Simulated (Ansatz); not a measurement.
Input file for Ansatz (a quantum-chemistry and plane-wave program): R-r2SCAN/def2-TZVPPD on NH3 (SMILES N) with ghost functions. Files ending in .json are basis or fitting sets from the Basis Set Exchange.

Ansatz 0.2 input:
```yaml
crystal:
  periodic: [false, false, false]
  atoms:
    - {symbol: N, position_ang: [0.00000000, 0.01436394, 1.46454628]}
    - {symbol: H, position_ang: [0.00000000, -0.98104857, 1.65344779]}
    - {symbol: H, position_ang: [-0.81348351, 0.39876776, 1.92934049]}
    - {symbol: H, position_ang: [0.81348351, 0.39876776, 1.92934049]}
basis:
  gaussian:
    orbitals: def2-TZVPPD.json
    ghost_atoms:
      - {symbol: O, position_ang: [0.00000000, -0.05786571, -1.47979303]}
      - {symbol: H, position_ang: [0.00000000, 0.82293384, -1.85541474]}
      - {symbol: H, position_ang: [0.00000000, 0.07949567, -0.51934253]}
hamiltonian:
  xc: {name: r2SCAN}
scf: {lower_state_search: off}
```

Task: What total energy does the run end on?

Result: -56.5500 hartree.
